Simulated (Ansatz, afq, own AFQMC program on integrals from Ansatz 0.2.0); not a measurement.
## Al₂H₄, singlet in 6-31G along one coordinate

```yaml
atoms:
  - { symbol: Al, position_ang: [0.0000, 0.0000, 1.4180] }
  - { symbol: Al, position_ang: [0.0000, 0.0000, -1.4180] }
  - { symbol: H, position_ang: [0.0000, 1.3533, 2.2618] }
  - { symbol: H, position_ang: [0.0000, -1.3533, 2.2618] }
  - { symbol: H, position_ang: [0.0000, 1.3533, -2.2618] }
  - { symbol: H, position_ang: [0.0000, -1.3533, -2.2618] }
```

The Al1–Al2 distance is changed with both sides rigid. Energies in eV count from this geometry (2.836 Å) at the same level; the start stands on RHF, each point on the determinant named.

Basis 6-31G. Only valence electrons are correlated. AFQMC by an in-house program on the Cholesky factors that Ansatz 0.2.0 writes for its CCSD(T) run. The CISD trial takes its coefficients from CCSD amplitudes. Released means that phaseless walkers are propagated on without the constraint, phases kept. ± is one standard error of the sampling.

Cautions, each for one point or more: cluster runs in doubt by the program's own checks; higher spins were not checked; restricted determinant unstable towards unrestricted; strong correlation; the ph-AFQMC/CISD walk drifts between its halves; unrestricted determinant spin contaminated; walk and cluster series may follow different spin states.

```
r(Al1–Al2) / Å   det.     T1  weight  ⟨S²⟩   B3LYP  r2SCAN  CCSD(T)
         2.362    RHF  0.011    0.92  pure   0.157   0.152    0.271
         3.633    RHF  0.013    0.88  pure   1.132   1.162    0.994
         4.883   RHF¶  0.028    0.73  pure  2.225§  2.194§    1.973
         7.027  UHF‡¶  0.013    0.92  1.00  2.350§  2.334§    2.090
```

Question: Estimate the curve of CCSDT(Q), counted from the same start.

Answer: 
| r(Al1–Al2) / Å | det. | T1 | weight | ⟨S²⟩ | CCSDT(Q) | ph-AFQMC/CISD | released AFQMC |
| --- | --- | --- | --- | --- | --- | --- | --- |
| 2.362 | RHF | 0.011 | 0.92 | pure | 0.275 | 0.279 ± 0.003 | 0.278 ± 0.003 |
| 3.633 | RHF | 0.013 | 0.88 | pure | 0.979 | 0.988 ± 0.006 | 0.990 ± 0.006* |
| 4.883 | RHF¶ | 0.028 | 0.73 | pure | 1.930 | 1.961 ± 0.020 | 1.953 ± 0.019* |
| 7.027 | UHF‡¶ | 0.013 | 0.92 | 1.00 | 2.094 | 2.105 ± 0.004 | 2.102 ± 0.003* |

Weight is that of the determinant in the CISD state; at the start T1 is 0.011 and the weight 0.91. ¶ marks points with a poor determinant and no full CI, where no value is sure; they don't count among the departures. An asterisk marks released energies that aren't shown to be converged. A double dagger marks points where the walks on two determinants ended up to 0.119 eV apart; the lower is shown. Symmetry can't show for every point that it stays on the start's state. § marks a functional whose ⟨S²⟩ is too high by over 0.1. Largest departures from CCSDT(Q), at the points where its series has closed: CCSD(T) 0.014 eV at 3.633 (on RHF), ph-AFQMC/CISD 0.008 eV at 3.633 (on RHF) (within the noise), B3LYP 0.153 eV at 3.633, r2SCAN 0.183 eV at 3.633. Functionals count only at points shown to share the start's state and spin. In this small basis the wave-function levels are far from their limit, so their gap to the functionals isn't the functionals' error.

CCSDT and higher add their correlation energy to the determinant of the CCSD(T) run, since their own runs factorise the integrals more tightly (a shift of under 2 meV). A walk keeps the symmetry of its determinant, which the program's search chose and which needn't be the lowest solution, so a lower state of the same spin and another symmetry isn't excluded.
